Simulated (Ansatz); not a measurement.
# BeP+ (singlet): wave-function methods side by side, cc-pVDZ

The task here is to estimate one member of a computed series from the others.

Computed with Ansatz 0.2.0, Gaussian basis. Level: cc-pVDZ, core rule «outside noble gas», up to 6 orbitals frozen.

To be run: UHF; CCSD(T) on RHF; CCSD(T) on UHF; BCCD(T) on RHF; CISD; CCSDT(Q) on RHF; CCSDT(Q) on UHF; CISDTQ; CCSDTQ on RHF; Full CI.

11 further runs of the same task are left out: 4 for a known fault of the program, 3 that didn't finish, 4 set aside as unsound or not needed.

### The geometry

The geometry is a PBE0/def2-TZVP stationary point (not a proven minimum).

2 atoms, charge 1, spin multiplicity 1.

Atoms are counted from 1 here; the program's logs count them from 0.

Bond lengths: P1–Be2 2.002 Å.

The first run:

File in.yaml:

```yaml
crystal:
  periodic: [false, false, false]
  atoms:
    - {symbol: P, position_ang: [0.000000, 0.000000, 0.000000]}
    - {symbol: Be, position_ang: [0.000000, 0.000000, 2.002300]}
basis:
  gaussian: {orbitals: cc-pVDZ}
total_charge: 1
magnetization: {spin_polarized: true, initial_magnetization: 0}
hamiltonian: {xc: hf}
output: {orbitals: {seedname: orbitals}}
```

Command:

```sh
> ansatz run in.yaml --threads 1 --pin off --events-out ev --progress --plain --max-ram 2393MiB
```

Steps of the session up to this table: UHF; CCSD(T) on RHF; CCSD(T) on UHF; BCCD(T) on RHF; CISD; CCSDT(Q) on RHF; CCSDT(Q) on UHF; CISDTQ; CCSDTQ on RHF; Full CI.

One of the session's tables, all rows but one given; the rest of the session is left out.

It belongs to the step «Misses and costs». 

```
   method  from FCI (kcal/mol)
      RHF               +93.98
     RMP2               +27.50
     CISD               +14.04
    RCCSD                +9.06
 RCCSD(T)                +5.03
  BCCD(T)                +5.09
   RCCSDT                +1.31
   CISDTQ                +0.83
RCCSDT(Q)                -0.22
  RCCSDTQ                    ?
      FCI                    0
```

Q: Estimate the row for RCCSDTQ from the others.

The run gave: from FCI (kcal/mol): +0.02. In the column «from FCI (kcal/mol)» it lies between FCI (0) and CISDTQ (+0.83).

Left out of the table: UHF, UMP2, UCCSD, UCCSD(T), UCCSDT, UCCSDT(Q) (another determinant or state than the rows shown).

Caveats from the session: The report flags that the cluster equations may have other roots. The program flags RCCSDT(Q), RCCSDTQ as in doubt, so those rows may rest on another solution; read them beside their warnings. RCCSDT(Q) falls below full CI, which methods that aren't variational can do.
